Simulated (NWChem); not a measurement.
## Correlation energy of H2Si (+1)

```xyz
3

Si     0.0000     0.0000     0.0947
H      1.3103     0.0000    -0.6631
H     -1.3103     0.0000    -0.6631
```
Charge +1, spin multiplicity 2.

Everything below was run with NWChem. All single points use one geometry, from UPBE/def2-SVP, a minimum by its harmonic frequencies.

Basis set: cc-pVTZ. Each correlation energy counts from its own Hartree-Fock reference.

```json
[
 {"method": "URI-MP2", "correlation energy (mHa)": "-75.6"},
 {"method": "UMP2", "correlation energy (mHa)": "-75.7"},
 {"method": "SCS-UMP2", "correlation energy (mHa)": "-85.2"},
 {"method": "CCSD on ROHF", "correlation energy (mHa)": "-98.4"},
 {"method": "CCSD[T] on ROHF", "correlation energy (mHa)": "-100.6"},
 {"method": "CCSD(T) on ROHF", "correlation energy (mHa)": "-100.6"},
 {"method": "CCSD on UHF", "correlation energy (mHa)": "-96.5"},
 {"method": "CCSD[T] on UHF", "correlation energy (mHa)": "-98.6"},
 {"method": "CCSD(T) on UHF", "correlation energy (mHa)": "-98.6"}
]
```

The values span 25.0 mHa, from CCSD[T] on ROHF (lowest) to URI-MP2 (highest). 

The correlated methods keep 5 core orbitals frozen. This spin state was chosen for the runs; another may lie lower. The structure started from a generated list of species. The unpaired electrons of the parent sit in orbitals of symmetry a1 (C2v labels of the run); other states weren't searched. No SCF solution was tested for a lower state. Open-shell Hartree-Fock references start from PBE0 orbitals. Coupled-cluster values serve here as a point of comparison, not as the truth.
